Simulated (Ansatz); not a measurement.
**Antifluorite Mg2Sn**

These are RPBE (PAW; Ansatz, an electronic-structure program) values and carry that method's errors.

Settings: plane-wave cutoff 520 eV, 20×20×20 k mesh, Fermi–Dirac smearing 0.05 eV, scalar-relativistic PAW data made under PBE.

Cell (relaxed at this level):

```
CELL_PARAMETERS angstrom
      0.00000     3.44223     3.44223
      3.44223     0.00000     3.44223
      3.44223     3.44223     0.00000
ATOMIC_POSITIONS crystal
  Mg 0.25000 0.25000 0.25000
  Mg 0.75000 0.75000 0.75000
  Sn 0.00000 0.00000 0.00000
```

```
Item                                         Value
----------------------------------------  --------
elastic constant C11                      67.4 GPa
elastic constant C12                      23.4 GPa
elastic constant C44                      29.8 GPa
Voigt–Reuss–Hill bulk modulus             38.0 GPa
polycrystal shear modulus (Hill average)  26.4 GPa
```

Note: the solid has no gap at this level, which affects its response.

Elastic constants are with the ions relaxed.

Spin–orbit coupling is not included.

Static lattice: no zero-point or thermal effects.

It cost around 30 core-minutes (rough) of CPU time.
